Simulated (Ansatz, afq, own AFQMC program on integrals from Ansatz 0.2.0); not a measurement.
Integrals from Ansatz 0.2.0, then the random walk in our own AFQMC program (afq).

```yaml
crystal:
  periodic: [false, false, false]
  atoms:
    - {symbol: Si, position_ang: [0.009145, 0.000000, 0.601555]}
    - {symbol: B, position_ang: [0.082475, 0.000000, -1.215039]}
    - {symbol: H, position_ang: [-0.655933, -0.941243, -0.666868]}
    - {symbol: H, position_ang: [-0.655935, 0.941242, -0.666868]}
    - {symbol: H, position_ang: [0.172446, 0.000000, -2.395826]}
basis:
  gaussian: {orbitals: aug-cc-pVDZ}
magnetization: {spin_polarized: false}
correlation: {method: ccsd_t, electrons: outside_noble_gas, hamiltonian_folder: ham}
```

```sh
$ ansatz run in.yaml --threads 1 --pin off --events-out ev --progress --plain --max-ram 16896MiB --backend cuda --devices 0, --max-vram 18GiB
```

afq runs on the folder ham with

```
--method phaseless --trial cisd --walkers 3200 --populations 20 --least-time 60 --time-step 0.005 --steps-per-block 50 --equilibration-blocks 28 --max-blocks 4000 --target-error 0.00019 --factor-cut 1e-05 --seed 1870 --release-times 0.24,0.5,1,1.5 --release-step 0.02 --release-every 3 --taylor-order 6
```

Times are imaginary, in 1/Eh. The walk had a cap of 241 s. With eight or more populations the least sampling time is a fifth of least-time, and the error comes from their spread.

```
orbitals 71  electrons 5 5  factors 602 of 759
reference energy -315.26812024 Eh
CCSD correlation -0.23107047 Eh in 11 cycles, weight of the determinant in the CISD state 0.8649
energy of the start -315.499195 Eh
 block  time / (1/Eh)  mean weight  energy / Eh
     1     0.250  0.9999  -315.495781
     2     0.500  0.9999  -315.497282
     3     0.750  0.9997  -315.499859
     4     1.000  0.9998  -315.501903
     5     1.250  1.0000  -315.504592
     8     2.000  0.9997  -315.508453
    11     2.750  1.0002  -315.508870
    14     3.500  0.9996  -315.508163
    17     4.250  0.9998  -315.509134
    20     5.000  0.9998  -315.508419
    23     5.750  0.9999  -315.510113
    26     6.500  0.9997  -315.510129
    29     7.250  1.0002  -315.511144
    32     8.000  1.0001  -315.510477
    35     8.750  0.9998  -315.510288
    38     9.500  1.0002  -315.510501
    41    10.250  1.0004  -315.509471
    44    11.000  1.0002  -315.510236
    47    11.750  0.9999  -315.509527
    50    12.500  0.9998  -315.510599
    53    13.250  0.9997  -315.511001
    54    13.500  0.9998  -315.511514
    56    14.000  1.0000  -315.510362
    59    14.750  0.9997  -315.510575
    62    15.500  0.9996  -315.509402
    65    16.250  0.9998  -315.509941
    68    17.000  0.9997  -315.509613
    71    17.750  0.9998  -315.510523
    74    18.500  0.9999  -315.510433
    77    19.250  0.9998  -315.510090
    78    19.500  0.9999  -315.510011
error from the spread of 20 populations
released: time / (1/Eh)  energy / Eh  error  mean overlap
  0.24  -315.510162  0.000119  1.0012
  0.50  -315.510227  0.000131  1.0009
  1.00  -315.510470  0.000107  0.9970
  1.50  -315.510594  0.000150  0.9952
energy -315.510151 +/- 0.000169 Eh
(rows thinned)
```

Problem. Estimate how long the walk took on 1 × NVIDIA H100 80GB HBM3 with 2 threads of AMD EPYC 7R13 Processor (Zen 3), on a shared host (the card was shared).

Solution. 82 s of wall time.

The run passed its tests (sampling time, drift between the halves within three errors, error under three times the target), which doesn't prove that it has relaxed.

Against this walk (error 4.6 meV) on the same determinant: CCSD(T) 36.5 meV higher, CCSDT(Q) 9.5 meV lower. The error is statistical and leaves out the bias of the constraint. The released energies are still falling (meV from the phaseless value at times in 1/Eh: 0 ± 3 at 0.24, -2 ± 4 at 0.50, -9 ± 3 at 1.00, -12 ± 4 at 1.50), so they give no level.

Cautions: constraint bias not in the error.

CCSDT and higher add their correlation energy to the determinant of the CCSD(T) run, since their own runs factorise the integrals more tightly (a shift of under 2 meV). A walk keeps the symmetry of its determinant, which the program's search chose and which needn't be the lowest solution, so a lower state of the same spin and another symmetry isn't excluded.
